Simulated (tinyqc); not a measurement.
RHF in the sto-6g basis, for H2O, spin multiplicity 1, step by step. One step of it, computed by the program tinyqc.

Question. Iteration 2: building the Fock matrix. J_ij = sum D_kl (ij|kl), K_ij = sum D_kl (ik|jl); F = H + J - 0.5 K; E = tr D H + tr D J / 2 - 0.25 tr D K + E_nn.

D after iteration 1:
```
            1O 1s      1O 2s    1O 2px     1O 2py     1O 2pz      2H 1s      3H 1s
1O 1s    2.121241  -0.542993  0.000000   0.000000  -0.023646   0.040757   0.040757
1O 2s   -0.542993   2.407268  0.000000   0.000000   0.126170  -0.158288  -0.158288
1O 2px   0.000000   0.000000  2.000000   0.000000   0.000000   0.000000   0.000000
1O 2py   0.000000   0.000000  0.000000   2.202720   0.000000  -0.165952   0.165952
1O 2pz  -0.023646   0.126170  0.000000   0.000000   2.054043  -0.066296  -0.066296
2H 1s    0.040757  -0.158288  0.000000  -0.165952  -0.066296   0.024567  -0.000438
3H 1s    0.040757  -0.158288  0.000000   0.165952  -0.066296  -0.000438   0.024567
```

core Hamiltonian H = T + V (hartree):
```
             1O 1s      1O 2s     1O 2px     1O 2py     1O 2pz      2H 1s      3H 1s
1O 1s   -33.065803  -7.309582   0.000000   0.000000  -0.019137  -1.866668  -1.866668
1O 2s    -7.309582  -9.274690   0.000000   0.000000  -0.210882  -3.888010  -3.888010
1O 2px    0.000000   0.000000  -7.497073   0.000000   0.000000   0.000000   0.000000
1O 2py    0.000000   0.000000   0.000000  -7.681370   0.000000  -2.196532   2.196532
1O 2pz   -0.019137  -0.210882   0.000000   0.000000  -7.578351  -1.524846  -1.524846
2H 1s    -1.866668  -3.888010   0.000000  -2.196532  -1.524846  -5.166559  -1.563916
3H 1s    -1.866668  -3.888010   0.000000   2.196532  -1.524846  -1.563916  -5.166559
```

Two-electron integrals (ij|kl) in chemists' order, unique and non-zero (hartree):
```
(11|11) 4.787491    (21|11) 0.675884    (21|21) 0.121505    (22|11) 1.117379
(22|21) 0.249212    (22|22) 0.817383    (31|31) 0.025762    (32|31) 0.039145
(32|32) 0.180664    (33|11) 1.117381    (33|21) 0.249212    (33|22) 0.817382
(33|33) 0.880663    (41|41) 0.025762    (42|41) 0.039145    (42|42) 0.180664
(43|43) 0.047461    (44|11) 1.117381    (44|21) 0.249212    (44|22) 0.817382
(44|33) 0.785741    (44|44) 0.880663    (51|51) 0.025762    (52|51) 0.039145
(52|52) 0.180664    (53|53) 0.047461    (54|54) 0.047461    (55|11) 1.117381
(55|21) 0.249212    (55|22) 0.817382    (55|33) 0.785741    (55|44) 0.785741
(55|55) 0.880663    (61|11) 0.183132    (61|21) 0.031537    (61|22) 0.063205
(61|33) 0.063067    (61|41) 0.001279    (61|42) 0.002491    (61|44) 0.063355
(61|51) 0.000850    (61|52) 0.001654    (61|54) 0.000191    (61|55) 0.063194
(61|61) 0.008344    (62|11) 0.420789    (62|21) 0.095043    (62|22) 0.342147
(62|33) 0.336655    (62|41) 0.006290    (62|42) 0.045223    (62|44) 0.348088
(62|51) 0.004177    (62|52) 0.030032    (62|54) 0.007593    (62|55) 0.341697
(62|61) 0.024761    (62|62) 0.173870    (63|31) 0.010870    (63|32) 0.060127
(63|43) 0.009458    (63|53) 0.006281    (63|63) 0.025428    (64|11) 0.243379
(64|21) 0.055781    (64|22) 0.214189    (64|33) 0.204383    (64|41) 0.014171
(64|42) 0.087299    (64|44) 0.230587    (64|51) 0.002192    (64|52) 0.018044
(64|54) 0.011121    (64|55) 0.207597    (64|61) 0.015245    (64|62) 0.132392
(64|64) 0.125324    (65|11) 0.161626    (65|21) 0.037044    (65|22) 0.142241
(65|33) 0.135729    (65|41) 0.002192    (65|42) 0.018044    (65|44) 0.140569
(65|51) 0.012326    (65|52) 0.072110    (65|54) 0.012672    (65|55) 0.150426
(65|61) 0.010124    (65|62) 0.087921    (65|64) 0.066340    (65|65) 0.069484
(66|11) 0.543670    (66|21) 0.125058    (66|22) 0.512042    (66|33) 0.491328
(66|41) 0.011354    (66|42) 0.109258    (66|44) 0.534450    (66|51) 0.007540
(66|52) 0.072557    (66|54) 0.028637    (66|55) 0.510346    (66|61) 0.032975
(66|62) 0.320329    (66|64) 0.279001    (66|65) 0.185283    (66|66) 0.774999
(71|11) 0.183132    (71|21) 0.031537    (71|22) 0.063205    (71|33) 0.063067
(71|41) -0.001279   (71|42) -0.002491   (71|44) 0.063355    (71|51) 0.000850
(71|52) 0.001654    (71|54) -0.000191   (71|55) 0.063194    (71|61) 0.008206
(71|62) 0.023858    (71|64) 0.013302    (71|65) 0.009747    (71|66) 0.031245
(71|71) 0.008344    (72|11) 0.420789    (72|21) 0.095043    (72|22) 0.342147
(72|33) 0.336655    (72|41) -0.006290   (72|42) -0.045223   (72|44) 0.348088
(72|51) 0.004177    (72|52) 0.030032    (72|54) -0.007593   (72|55) 0.341697
(72|61) 0.023858    (72|62) 0.140681    (72|64) 0.073612    (72|65) 0.069022
(72|66) 0.212892    (72|71) 0.024761    (72|72) 0.173870    (73|31) 0.010870
(73|32) 0.060127    (73|43) -0.009458   (73|53) 0.006281    (73|63) 0.019908
(73|73) 0.025428    (74|11) -0.243379   (74|21) -0.055781   (74|22) -0.214189
(74|33) -0.204383   (74|41) 0.014171    (74|42) 0.087299    (74|44) -0.230587
(74|51) -0.002192   (74|52) -0.018044   (74|54) 0.011121    (74|55) -0.207597
(74|61) -0.013302   (74|62) -0.073612   (74|64) -0.019013   (74|65) -0.035268
(74|66) -0.097831   (74|71) -0.015245   (74|72) -0.132392   (74|74) 0.125324
(75|11) 0.161626    (75|21) 0.037044    (75|22) 0.142241    (75|33) 0.135729
(75|41) -0.002192   (75|42) -0.018044   (75|44) 0.140569    (75|51) 0.012326
(75|52) 0.072110    (75|54) -0.012672   (75|55) 0.150426    (75|61) 0.009747
(75|62) 0.069022    (75|64) 0.035268    (75|65) 0.053257    (75|66) 0.114580
(75|71) 0.010124    (75|72) 0.087921    (75|74) -0.066340   (75|75) 0.069484
(76|11) 0.157513    (76|21) 0.035862    (76|22) 0.138043    (76|33) 0.135250
(76|44) 0.138244    (76|51) 0.002581    (76|52) 0.021313    (76|55) 0.140634
(76|61) 0.009220    (76|62) 0.067890    (76|64) 0.044525    (76|65) 0.038608
(76|66) 0.125223    (76|71) 0.009220    (76|72) 0.067890    (76|74) -0.044525
(76|75) 0.038608    (76|76) 0.031601    (77|11) 0.543670    (77|21) 0.125058
(77|22) 0.512042    (77|33) 0.491328    (77|41) -0.011354   (77|42) -0.109258
(77|44) 0.534450    (77|51) 0.007540    (77|52) 0.072557    (77|54) -0.028637
(77|55) 0.510346    (77|61) 0.031245    (77|62) 0.212892    (77|64) 0.097831
(77|65) 0.114580    (77|66) 0.334910    (77|71) 0.032975    (77|72) 0.320329
(77|74) -0.279001   (77|75) 0.185283    (77|76) 0.125223    (77|77) 0.774999
```

nuclear repulsion = 9.41800447 hartree

Give: Coulomb J; exchange K; Fock matrix F; total energy of this density.

Answer.

Coulomb J (hartree):
```
          1O 1s    1O 2s  1O 2px   1O 2py   1O 2pz   2H 1s    3H 1s
1O 1s   18.6880   3.3652  0.0000   0.0000   0.0018  0.8777   0.8777
1O 2s    3.3652   8.8202  0.0000   0.0000  -0.0026  3.5905   3.5905
1O 2px   0.0000   0.0000  8.8228   0.0000   0.0000  0.0000   0.0000
1O 2py   0.0000   0.0000  0.0000   8.8183   0.0000  2.2038  -2.2038
1O 2pz   0.0018  -0.0026  0.0000   0.0000   8.8196  1.4620   1.4620
2H 1s    0.8777   3.5905  0.0000   2.2038   1.4620  5.1749   1.4215
3H 1s    0.8777   3.5905  0.0000  -2.2038   1.4620  1.4215   5.1749
```

exchange K (hartree):
```
         1O 1s   1O 2s  1O 2px   1O 2py  1O 2pz   2H 1s    3H 1s
1O 1s   9.8843  1.5901  0.0000   0.0000  0.0000  0.4442   0.4442
1O 2s   1.5901  2.8544  0.0000   0.0000  0.0088  1.1068   1.1068
1O 2px  0.0000  0.0000  2.3674   0.0000  0.0000  0.0000   0.0000
1O 2py  0.0000  0.0000  0.0000   2.3765  0.0000  0.5489  -0.5489
1O 2pz  0.0000  0.0088  0.0000   0.0000  2.3668  0.3731   0.3731
2H 1s   0.4442  1.1068  0.0000   0.5489  0.3731  0.6934   0.3722
3H 1s   0.4442  1.1068  0.0000  -0.5489  0.3731  0.3722   0.6934
```

Fock matrix F (hartree):
```
           1O 1s    1O 2s  1O 2px   1O 2py   1O 2pz    2H 1s    3H 1s
1O 1s   -19.3199  -4.7395  0.0000   0.0000  -0.0174  -1.2111  -1.2111
1O 2s    -4.7395  -1.8817  0.0000   0.0000  -0.2178  -0.8509  -0.8509
1O 2px    0.0000   0.0000  0.1420   0.0000   0.0000   0.0000   0.0000
1O 2py    0.0000   0.0000  0.0000  -0.0514   0.0000  -0.2672   0.2672
1O 2pz   -0.0174  -0.2178  0.0000   0.0000   0.0579  -0.2494  -0.2494
2H 1s    -1.2111  -0.8509  0.0000  -0.2672  -0.2494  -0.3383  -0.3286
3H 1s    -1.2111  -0.8509  0.0000   0.2672  -0.2494  -0.3286  -0.3383
```

total energy of this density = -74.509622 hartree
